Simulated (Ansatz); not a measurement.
## Scan of [Br···H···CH₂], triplet

Starting geometry:

```json
{"atom": "Br", "x (Å)": "-0.4922", "y (Å)": "0.0000", "z (Å)": "0.0000"}
{"atom": "H", "x (Å)": "0.9284", "y (Å)": "0.0000", "z (Å)": "0.0000"}
{"atom": "C", "x (Å)": "2.6778", "y (Å)": "0.0000", "z (Å)": "0.0000"}
{"atom": "H", "x (Å)": "3.0922", "y (Å)": "0.0000", "z (Å)": "0.9962"}
{"atom": "H", "x (Å)": "3.0922", "y (Å)": "0.0000", "z (Å)": "-0.9962"}
```

From there H2 is moved from one fragment to the other while all else, the fragments' distance too, stays fixed, so the hump isn't the reaction's barrier; atoms are numbered as listed. Energies are in kcal/mol, counted from the starting geometry at the same level. Kohn–Sham curves are unrestricted where that lies lower.

Basis cc-pVDZ; Ansatz 0.2.0. Correlated methods freeze the noble-gas cores and the filled d shells of p-block atoms. R marks a restricted (for open shells ROHF) determinant, U an unrestricted one. Active spaces: valence = (14e, 11o) chosen from the atoms' valence shells. No spin–orbit coupling is included, and no scalar relativity.

Runs in a small pair space aren't shown, since their orbitals change along the scan.

Full CI isn't at hand for all of this; UCCSDT(Q) serves as the reference, and is uncertain by about the last step of the cluster series. The frozen core follows each run's orbitals, which can shift R against U totals by a few meV for light atoms and by up to 0.1 eV past Ca.

```tsv
distance Br1-H2 (Å)	UCCSDT(Q)	curve A	curve B	curve C	curve D
1.321	5.2	5.0	7.6	6.4	5.1
1.421	0.0	0.0	0.0	0.0	0.0
1.515	-0.6	-0.3	-3.1	-1.9	-0.6
1.609	-0.3	0.4	-4.9	-2.7	-0.3
1.703	-1.4	-0.3	-7.1	-4.3	-1.3
1.797	-4.9	-3.7	-10.3	-7.6	-4.9
1.892	-10.3	-9.3	-14.1	-12.0	-10.4
1.986	-15.4	-14.6	-17.0	-15.8	-15.6
2.080	-17.4	-16.8	-16.7	-16.7	-17.7
```

Task: The curves come from CASSCF (valence space), MRCISD+Q (valence space), PBE, PBE0. Compare each with UCCSDT(Q) and say which is which.

Result: A: CASSCF (valence space), B: PBE, C: PBE0, D: MRCISD+Q (valence space). Spread of the error against UCCSDT(Q), over the points where both stand: A 1.4, B 8.1, C 4.2, D 0.3 kcal/mol. 

In so small a basis the reference is far from its limit while semilocal and hybrid functionals are nearer theirs, so the functionals' errors here hold much of the reference's basis and frozen-core error, which can add to them or hide them.
